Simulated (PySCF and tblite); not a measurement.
Values are calculated unless marked as measured or tabulated.
System: C2H5FS2, numbered as in [CH3:1][S:2][S:3][CH2:4][F:5].

For the rotation about the S2–S3 bond (torsion C1–S2–S3–C4 from 83° to 268°, rising): electronic barrier 8.15 kcal/mol, zero-point change -0.10 kcal/mol, thermal and entropy terms at 298.15 K a further 0.43 kcal/mol (symmetry numbers apart). The minimum is C1, the saddle C1. The path came from a restrained scan, a climbing-image band and a saddle search at GFN2-xTB; energies are PBE0/pcSseg-1 + D3(BJ)//PBE0-D3(BJ)/def2-SVP, thermal terms GFN2-xTB. Rate constants are transition-state-theory values, counting equivalent paths, without tunnelling. (PySCF 2.14 with density fitting, tblite 0.8.)

Q: How many equivalent paths lead out of the minimum?

A: 1: the symmetry number of the minimum is 1, that of the saddle displaced along its mode 1.

Q: Work out the rate at 298.15 K.

A: ΔG‡ = 8.48 kcal/mol; k_B T/h = 6.2×10¹² s⁻¹; exp(−ΔG‡/RT) = 6.1×10⁻⁷; times 1 gives k = 3.8×10⁶ s⁻¹. Wigner's tunnelling factor for the 55i cm⁻¹ mode would be 1.00.
